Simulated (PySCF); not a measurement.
**Molecular orbitals of Cl₂**

PBE0 at R = 1.987 Å; PySCF, no relativity, basis sets Cl def2-TZVP. State: ¹Σg⁺ (singlet), closed shell. Only the outer orbitals are listed.

```tsv
orbital	occ.	ε (eV)	main shells (%)
σg	2	-26.14	91 s
σu	2	-21.44	96 s
σg	2	-13.27	90 p, 8 s
πu	2	-11.58	98 p
πu	2	-11.58	98 p
πg	2	-8.66	99 p
πg	2	-8.66	99 p
σu	0	-3.04	94 p
σg	0	6.38	50 d, 49 p
πu	0	7.60	94 d
```

**Question.** Which are the highest filled and the lowest empty level, where do they sit, and how wide is the gap?

**Answer.** Highest filled πg at -8.66 eV (in %: 99 p); lowest empty σu at -3.04 eV (in %: 94 p); the gap at PBE0 is 5.62 eV.

```json
{
 "bond order (Mayer)": "1.11",
 "⟨S²⟩": "0.000",
 "polarisability along the bond": "35.9 bohr³",
 "polarisability across the bond": "15.7 bohr³"
}
```
